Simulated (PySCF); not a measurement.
## Nonlinear optical response: `C=C/C=C/C#N`, C₅H₅N

Geometry:
```
atom   x (Å)   y (Å)   z (Å)
  C1  -1.945   0.869  -0.741
  C2  -0.984   0.605   0.144
  C3   0.166  -0.208  -0.163
  C4   1.138  -0.476   0.722
  C5   2.260  -1.277   0.398
  N6   3.181  -1.927   0.153
  H7  -2.799   1.484  -0.484
  H8  -1.904   0.476  -1.751
  H9  -1.047   1.011   1.150
 H10   0.236  -0.618  -1.167
 H11   1.099  -0.083   1.733
```

Theory: quadratic response CAM-B3LYP/def2-TZVPD first hyperpolarisability, Taylor convention, gas phase (PySCF). Geometry: PBE0-D3(BJ)/def2-TZVP.

Give β for the processes computed.

In 10⁻³⁰ esu, Taylor convention; the vector part is βᵢ = ⅓ Σⱼ (βᵢⱼⱼ + βⱼᵢⱼ + βⱼⱼᵢ); β∥ is 3/5 of the vector part along the dipole, the dipole points from − to +:
| process | λ (nm) | β vector norm | β∥ | β HRS | depolarisation ratio |
| --- | --- | --- | --- | --- | --- |
| static β(0;0,0) | ∞ | 0.39 | 0.12 | 0.35 | 1.86 |
| second harmonic β(−2ω;ω,ω) | 1907 | 0.42 | 0.14 | 0.38 | 1.88 |
| Pockels β(−ω;ω,0) | 1907 | 0.40 | 0.12 | – | – |
| second harmonic β(−2ω;ω,ω) | 1064 | 0.51 | 0.19 | 0.44 | 1.92 |
| Pockels β(−ω;ω,0) | 1064 | 0.43 | 0.14 | – | – |

Which lowest excitations, dipole and polarisabilities go with it?

S1 5.25 eV (f = 0.829); S2 6.23 eV (f = 0.000); S3 6.54 eV (f = 0.001); dipole 4.82 D; isotropic α 75.5 au static, 76.0 au at 1907 nm, 77.1 au at 1064 nm, 77.5 au at 953.5 nm, 82.6 au at 532 nm.
